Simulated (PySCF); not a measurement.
## SiO⁺: frontier orbitals

PBE0 at R = 1.521 Å; basis Si def2-TZVPPD, O def2-TZVPPD; no relativity; PySCF 2.14. State: ²Σ⁺ (doublet), unpaired electrons σ ↑. Only the outer orbitals are listed, counted within each symmetry.

```json
{"spin": "α", "orbital": "5σ", "occ.": "1", "ε (eV)": "-35.85", "on Si (%)": "20", "main shells (%)": "77 O s, 10 Si s"}
{"spin": "α", "orbital": "6σ", "occ.": "1", "ε (eV)": "-21.93", "on Si (%)": "42", "main shells (%)": "48 O p, 42 Si s, 11 O s"}
{"spin": "α", "orbital": "7σ", "occ.": "1", "ε (eV)": "-18.30", "on Si (%)": "69", "main shells (%)": "36 Si s, 32 Si p, 26 O p"}
{"spin": "α", "orbital": "2π", "occ.": "1", "ε (eV)": "-18.18", "on Si (%)": "19", "main shells (%)": "81 O p, 14 Si p"}
{"spin": "α", "orbital": "2π", "occ.": "1", "ε (eV)": "-18.18", "on Si (%)": "19", "main shells (%)": "81 O p, 14 Si p"}
{"spin": "α", "orbital": "3π", "occ.": "0", "ε (eV)": "-9.93", "on Si (%)": "91", "main shells (%)": "83 Si p, 9 O p"}
{"spin": "α", "orbital": "3π", "occ.": "0", "ε (eV)": "-9.93", "on Si (%)": "91", "main shells (%)": "83 Si p, 9 O p"}
{"spin": "α", "orbital": "8σ", "occ.": "0", "ε (eV)": "-6.50", "on Si (%)": "98", "main shells (%)": "50 Si p, 37 Si d, 11 Si s"}
{"spin": "β", "orbital": "5σ", "occ.": "1", "ε (eV)": "-34.61", "on Si (%)": "22", "main shells (%)": "75 O s, 11 Si s, 8 Si p"}
{"spin": "β", "orbital": "6σ", "occ.": "1", "ε (eV)": "-19.70", "on Si (%)": "65", "main shells (%)": "66 Si s, 25 O p, 10 O s"}
{"spin": "β", "orbital": "2π", "occ.": "1", "ε (eV)": "-17.79", "on Si (%)": "20", "main shells (%)": "79 O p, 16 Si p"}
{"spin": "β", "orbital": "2π", "occ.": "1", "ε (eV)": "-17.79", "on Si (%)": "20", "main shells (%)": "79 O p, 16 Si p"}
{"spin": "β", "orbital": "7σ", "occ.": "0", "ε (eV)": "-14.00", "on Si (%)": "53", "main shells (%)": "40 O p, 31 Si p, 21 Si s"}
{"spin": "β", "orbital": "3π", "occ.": "0", "ε (eV)": "-9.26", "on Si (%)": "90", "main shells (%)": "85 Si p, 10 O p"}
{"spin": "β", "orbital": "3π", "occ.": "0", "ε (eV)": "-9.26", "on Si (%)": "90", "main shells (%)": "85 Si p, 10 O p"}
```

Task: Which are the highest filled and the lowest empty level, where do they sit, and how wide is the gap?

Result: Highest filled β 2π at -17.79 eV (in %: 79 O p, 16 Si p); lowest empty β 7σ at -14.00 eV (in %: 40 O p, 31 Si p, 21 Si s); the gap at PBE0 is 3.79 eV.

| Item | Value |
| --- | --- |
| bond order (Mayer) | 2.22 |
| ⟨S²⟩ | 0.762 |
| charge on Si (Mulliken, basis-dependent) | 1.01 |
| charge on Si (Löwdin, basis-dependent) | 1.25 |
| dipole moment (positive dipole points towards O; it is taken about the centre of mass and depends on that origin) | -4.43 D |
| polarisability along the bond | 33.9 bohr³ |
| polarisability across the bond | 25.9 bohr³ |

The state was picked by a PBE0 search and need not be the measured ground state.
